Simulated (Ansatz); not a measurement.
## A saddle search, step by step

Si$_{2}$H$_{6}$S, singlet, revPBE-D4/pcseg-2 (Ansatz 0.2.0). Settings; a guess of the unstable mode was typed too, and convergence needs a confirmed negative curvature besides the force tolerance:

```yaml
hamiltonian: {xc: {name: revPBE}, dispersion: d4}
saddle:
  f_tol: 0.05
  max_steps: 40
```

Start:

Si1  (-1.070, -0.590, 0.164)
S2  (1.193, -1.697, -0.048)
H3  (-0.152, -1.833, -0.671)
H4  (-1.132, -0.667, 1.632)
Si5  (-0.232, 1.480, -0.452)
H6  (0.873, -2.613, 0.856)
H7  (0.937, 1.988, 0.625)
H8  (-1.063, 2.503, -0.467)
H9  (0.640, 1.390, -1.744)
(Å)

```json
{"step": "1", "energy less the last (meV)": "732.2", "largest force component (eV/Å)": "5.460"}
{"step": "2", "energy less the last (meV)": "180.6", "largest force component (eV/Å)": "2.713"}
{"step": "3", "energy less the last (meV)": "40.6", "largest force component (eV/Å)": "1.340"}
{"step": "4", "energy less the last (meV)": "11.3", "largest force component (eV/Å)": "0.681"}
{"step": "5", "energy less the last (meV)": "4.9", "largest force component (eV/Å)": "0.297"}
{"step": "6", "energy less the last (meV)": "2.0", "largest force component (eV/Å)": "0.143"}
{"step": "7", "energy less the last (meV)": "1.0", "largest force component (eV/Å)": "0.034"}
{"step": "8", "energy less the last (meV)": "0.7", "largest force component (eV/Å)": "0.005"}
{"step": "9", "energy less the last (meV)": "0.2", "largest force component (eV/Å)": "0.021"}
{"step": "10", "energy less the last (meV)": "0.1", "largest force component (eV/Å)": "0.005"}
{"step": "11", "energy less the last (meV)": "0.0", "largest force component (eV/Å)": "0.012"}
```

Step 4, positions (Å) and forces (eV/Å):

```json
{"atom": "Si1", "x": "-1.133", "y": "-0.592", "z": "0.101", "Fx": "-0.122", "Fy": "-0.043", "Fz": "-0.038"}
{"atom": "S2", "x": "1.196", "y": "-1.683", "z": "-0.056", "Fx": "0.183", "Fy": "0.069", "Fz": "0.036"}
{"atom": "H3", "x": "-0.110", "y": "-1.924", "z": "-0.681", "Fx": "-0.166", "Fy": "-0.038", "Fz": "-0.083"}
{"atom": "H4", "x": "-1.082", "y": "-0.581", "z": "1.618", "Fx": "0.006", "Fy": "-0.011", "Fz": "0.056"}
{"atom": "Si5", "x": "-0.123", "y": "1.494", "z": "-0.376", "Fx": "0.681", "Fy": "-0.257", "Fz": "0.058"}
{"atom": "H6", "x": "0.876", "y": "-2.621", "z": "0.864", "Fx": "0.011", "Fy": "-0.040", "Fz": "0.052"}
{"atom": "H7", "x": "0.917", "y": "1.930", "z": "0.632", "Fx": "-0.137", "Fy": "-0.059", "Fz": "-0.120"}
{"atom": "H8", "x": "-1.122", "y": "2.565", "z": "-0.498", "Fx": "-0.401", "Fy": "0.358", "Fz": "-0.044"}
{"atom": "H9", "x": "0.574", "y": "1.373", "z": "-1.708", "Fx": "-0.055", "Fy": "0.021", "Fz": "0.083"}
```

Step 8, positions (Å) and forces (eV/Å):

```csv
atom,x,y,z,Fx,Fy,Fz
Si1,-1.177,-0.583,0.098,0.003,0.003,-0.004
S2,1.177,-1.696,-0.066,0.005,-0.003,-0.002
H3,-0.077,-1.993,-0.705,-0.001,-0.004,-0.003
H4,-1.074,-0.534,1.620,-0.001,0.000,0.002
Si5,-0.108,1.493,-0.373,0.004,-0.003,-0.001
H6,0.895,-2.627,0.878,-0.003,0.005,0.005
H7,0.917,1.925,0.634,-0.001,-0.002,-0.002
H8,-1.141,2.577,-0.488,-0.003,0.003,0.003
H9,0.581,1.399,-1.704,-0.002,0.002,0.001
```

Step 9, positions (Å) and forces (eV/Å):

```tsv
atom	x	y	z	Fx	Fy	Fz
Si1	-1.167	-0.585	0.074	-0.012	-0.002	0.001
S2	1.181	-1.713	-0.067	0.001	-0.021	0.020
H3	-0.076	-2.017	-0.699	-0.003	-0.001	0.003
H4	-1.072	-0.543	1.597	-0.003	0.000	-0.002
Si5	-0.106	1.497	-0.377	0.008	0.011	-0.007
H6	0.883	-2.599	0.916	0.012	0.017	-0.020
H7	0.932	1.910	0.626	-0.002	-0.002	-0.002
H8	-1.144	2.581	-0.454	0.004	-0.004	0.002
H9	0.564	1.432	-1.719	-0.003	0.002	0.005
```

Last step (11):

```json
{"atom": "Si1", "x (Å)": "-1.1702", "y (Å)": "-0.5868", "z (Å)": "0.0495"}
{"atom": "S2", "x (Å)": "1.1826", "y (Å)": "-1.7246", "z (Å)": "-0.0702"}
{"atom": "H3", "x (Å)": "-0.0779", "y (Å)": "-2.0434", "z (Å)": "-0.6857"}
{"atom": "H4", "x (Å)": "-1.0828", "y (Å)": "-0.5442", "z (Å)": "1.5728"}
{"atom": "Si5", "x (Å)": "-0.1047", "y (Å)": "1.4991", "z (Å)": "-0.3811"}
{"atom": "H6", "x (Å)": "0.8915", "y (Å)": "-2.5725", "z (Å)": "0.9463"}
{"atom": "H7", "x (Å)": "0.9463", "y (Å)": "1.8859", "z (Å)": "0.6178"}
{"atom": "H8", "x (Å)": "-1.1398", "y (Å)": "2.5872", "z (Å)": "-0.4214"}
{"atom": "H9", "x (Å)": "0.5487", "y (Å)": "1.4610", "z (Å)": "-1.7326"}
```

Hardware: 2 CPU threads of an Arm Neoverse V2, shared host. Wall time about 2.5 min.
